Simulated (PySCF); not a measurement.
Level of theory: PBE-D3(BJ)/def2-TZVP // PBE0-D4/def2-TZVP run with PySCF. All species are isolated molecules in the gas phase. One relaxed conformer stands for a flexible species; it need not be the lowest. 

Reference species (SMILES): `S[C](N)N` (neutral, multiplicity 2).

```yaml
highest_occupied_spin_orbital: -2.93 eV
```

Changed species: `[NH2]` (radical fragment; the reference has radical fragment).

Q: Predict the effect on the highest occupied spin orbital.

A: the highest occupied spin orbital decreases by 4.13 eV, to -7.06 eV.
